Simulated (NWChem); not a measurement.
Basis-set convergence for C2H3F

```xyz
6

C      1.1815    -0.1871     0.0000
C     -0.1259    -0.4075     0.0000
F     -1.0213     0.5743     0.0000
H      1.5823     0.8287     0.0000
H      1.8700    -1.0325     0.0000
H     -0.5944    -1.3973     0.0000
```
Charge 0, spin multiplicity 1.

Program: NWChem. Structure: optimised with PBE0/def2-SVP, a minimum by its harmonic frequencies.

Quantity: vertical ionisation energy at the level ΔPBE (Δ: difference of total energies, the cation a doublet at the parent's geometry with its hole in an orbital of symmetry a" (Cs labels); it is the state that the SCF runs reached, from PBE0 orbitals for Hartree-Fock references, and need not be the lowest).

The Pople sets run with spherical d functions. The structure started from a generated list of species. The stability of the SCF solutions was not checked.

```tsv
basis	functions	vertical ionisation energy (eV)
STO-3G	18	?
6-31G*	48	10.03
6-31+G*	60	10.31
6-311G**	72	?
def2-SVPD	87	10.41
aug-pcseg-1	96	?
pcseg-2	132	10.35
def2-TZVPP	135	10.31
def2-TZVPD	141	10.34
aug-cc-pVTZ	207	10.34
```

Question: Some entries are withheld; supply them.

Answer: 
- STO-3G, vertical ionisation energy (eV): 8.25
- 6-311G**, vertical ionisation energy (eV): 10.26
- aug-pcseg-1, vertical ionisation energy (eV): 10.37
